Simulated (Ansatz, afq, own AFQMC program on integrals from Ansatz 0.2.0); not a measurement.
## Where AFQMC and coupled cluster stand for BNH, quartet

```yaml
atoms:
  - { symbol: B, position_ang: [0.0000, -0.1852, 0.7730] }
  - { symbol: N, position_ang: [0.0000, 0.0874, -0.7050] }
  - { symbol: H, position_ang: [0.0000, 0.7718, 1.5065] }
```

Connectivity, by distances: BH–N.

Basis cc-pVDZ. Noble-gas cores (and the filled d shells of Ga–Kr and In–Xe) are frozen. Ansatz 0.2.0 and our own AFQMC program on the same integrals; the CISD trial comes from CCSD amplitudes, and released means the phaseless constraint is let go. Error bars are statistical, one sigma.

Determinant: ROHF, the one that the program's search chose, which needn't be the lowest solution. The geometry is a point of a scan.

No full CI on the walks' own integrals is used here; CCSDT(Q) serves as the reference and is uncertain by about the last step of the cluster series.

Cautions: lower spins were not checked.

* T1 diagnostic: 0.0237
* weight of the determinant in the CISD state: 0.916
* size of the correlated space: 9 electrons in 31 orbitals

| level | correlation energy (eV) |
| --- | --- |
| MP2 | -4.2368 |
| CCSD | -5.0681 |
| CCSD(T) | -5.1752 |

Question: Estimate where phaseless AFQMC with a CISD trial lies against CCSD(T) on the same integrals.

Answer: 1.5 ± 0.9 kJ/mol below CCSD(T). The gap is under twice the noise, so this walk alone can't tell the two apart.

Reference: CCSDT(Q), correlation energy -5.205 eV. The released energy is read at 2.40 1/Eh (meV from the phaseless value at times in 1/Eh: -13 ± 8 at 0.24, -17 ± 8 at 0.51, -10 ± 9 at 0.99, -25 ± 12 at 1.62, -11 ± 12 at 2.40).

```json
{"level": "CCSD(T)", "E − E(reference) (kJ/mol)": "2.9", "share of correlation (%)": "99.42"}
{"level": "CCSDT", "E − E(reference) (kJ/mol)": "0.6", "share of correlation (%)": "99.89"}
{"level": "ph-AFQMC/HF", "E − E(reference) (kJ/mol)": "6.0 ± 4.3", "share of correlation (%)": "98.81"}
{"level": "ph-AFQMC/CISD", "E − E(reference) (kJ/mol)": "1.4 ± 0.9", "share of correlation (%)": "99.71"}
{"level": "released AFQMC", "E − E(reference) (kJ/mol)": "0.3 ± 1.1", "share of correlation (%)": "99.93"}
```

A walk keeps the symmetry of its determinant, which the program's search chose and which needn't be the lowest solution, so a lower state of the same spin and another symmetry isn't excluded. Released energies are given only where the last usable release times agree within the noise; a slower fall can still hide under it.
